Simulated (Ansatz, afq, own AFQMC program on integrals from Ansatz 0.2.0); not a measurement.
Integrals from Ansatz 0.2.0, then the random walk in our own AFQMC program (afq).

```yaml
crystal:
  periodic: [false, false, false]
  atoms:
    - {symbol: Si, position_ang: [0.000000, 0.000000, 0.000000]}
    - {symbol: O, position_ang: [0.000000, 0.000000, 1.723500]}
basis:
  gaussian: {orbitals: 6-31G}
magnetization: {spin_polarized: true, initial_magnetization: 2}
correlation: {method: ccsd_t, electrons: outside_noble_gas, hamiltonian_folder: ham}
```

```sh
$ ansatz run in.yaml --threads 1 --pin off --events-out ev --progress --plain --max-ram 1382MiB
```

Options of the walk:

```
--method phaseless --trial hf --walkers 380 --populations 1 --least-time 40 --time-step 0.005 --steps-per-block 20 --equilibration-blocks 112 --max-blocks 600 --target-error 0.00114 --factor-cut 1e-05 --start spin_pure --seed 610 --taylor-order 6
```

Times are imaginary, in 1/Eh. The walk had a cap of 533 s.

Log:

```
orbitals 16  electrons 6 4  factors 85 of 215
reference energy -363.64458846 Eh
CCSD correlation -0.13167829 Eh in 16 cycles, weight of the determinant in the CISD state 0.9034
energy of the start -363.644905 Eh
 block  time / (1/Eh)  mean weight  energy / Eh
     1     0.100  1.0011  -363.673902
     2     0.200  1.0010  -363.703398
     3     0.300  1.0010  -363.722449
     4     0.400  1.0008  -363.735946
     5     0.500  1.0013  -363.746291
     7     0.700  0.9998  -363.769862
     9     0.900  0.9997  -363.756879
    13     1.300  1.0002  -363.782015
    37     3.700  0.9988  -363.764933
    61     6.100  1.0004  -363.793870
    85     8.500  0.9992  -363.768880
   109    10.900  0.9991  -363.777511
   133    13.300  1.0010  -363.778514
   157    15.700  1.0000  -363.781319
   181    18.100  0.9992  -363.789791
   205    20.500  1.0001  -363.779400
   229    22.900  0.9998  -363.773546
   253    25.300  0.9997  -363.769843
   277    27.700  0.9991  -363.782010
   301    30.100  1.0006  -363.789731
   325    32.500  1.0006  -363.795806
   349    34.900  1.0013  -363.773582
   373    37.300  1.0005  -363.784623
   397    39.700  0.9997  -363.763241
   421    42.100  0.9991  -363.776609
   445    44.500  0.9996  -363.790392
   469    46.900  0.9993  -363.791459
   493    49.300  1.0009  -363.770728
   505    50.500  0.9995  -363.807258
blocks merged  error / Eh  count
     1  0.000526  400
     2  0.000678  200
     4  0.000870  100
     8  0.000949  50
    16  0.001032  25
    32  0.000877  12
energy -363.780050 +/- 0.001032 Eh
(rows thinned)
```

The run passed its tests (sampling time, drift between the halves within three errors, error under three times the target), which doesn't prove that it has relaxed.

Against this walk (error 28.1 meV) on the same determinant: CCSD(T) 2.3 meV lower (within the noise), CCSDT(Q) 223.1 meV lower, CCSDTQ 210.7 meV lower, full CI 213.9 meV lower, a separate phaseless walk with a CISD trial and standard settings 26.6 ± 29.7 meV lower (within the noise). The error is statistical and leaves out the bias of the constraint. Full CI is exact here, so the walk's 214 meV above it is the walk's own error: the bias of the constraint with this trial. The determinant is a poor start (see the cautions), so the low cluster orders aren't to be relied on, and full CI is the sure value.

Cautions: constraint bias not in the error; another spin lies lower (by 3.24 eV); the CCSDT(Q) amplitudes may be one of several solutions (largest double 0.69); the CCSDTQ amplitudes may be one of several solutions (largest double 0.75); the determinant fills πx and πy unequally, so it mixes two states of the linear molecule, and each level undoes that mixture to a different degree, while full CI gives the lower state.

The walk took 110 s on 1 thread of Arm Neoverse V2 (shared host). The log's last line is the phaseless energy.

CCSDT and higher add their correlation energy to the determinant of the CCSD(T) run, since their own runs factorise the integrals more tightly (a shift of under 2 meV).
